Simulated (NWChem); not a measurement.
Total energies of disulfur (S₂)

```
S
S 1 1.9039
```
Charge 0, spin multiplicity 3.

Program: NWChem. All single points use one geometry, from UPBE0/def2-SVP, a minimum by its harmonic frequencies.

Basis set: cc-pVQZ (118 functions).

```
method   total energy (Ha)  relative cost
-------  -----------------  -------------
UHF             -795.10505              1
UMP2            -795.44517              3
UB2PLYP         -796.17105        under 3
UPBE            -796.07683        under 3
UB3LYP          -796.44702        under 3
Ur2SCAN         -796.36244        under 3
```

Total energies of different functionals aren't comparable as a measure of quality: only differences taken within one method are. The cost column gives rough processor time relative to UHF; each entry includes its own SCF.

The correlated methods keep 10 core orbitals frozen. B3LYP has NWChem's definition, with VWN1-RPA local correlation. The unpaired electrons of the parent sit in orbitals of symmetry b2g and b3g (D2h labels of the run); other states weren't searched. The stability of the SCF solutions was not checked. Open-shell Hartree-Fock references start from PBE0 orbitals; any time given for them includes that run.
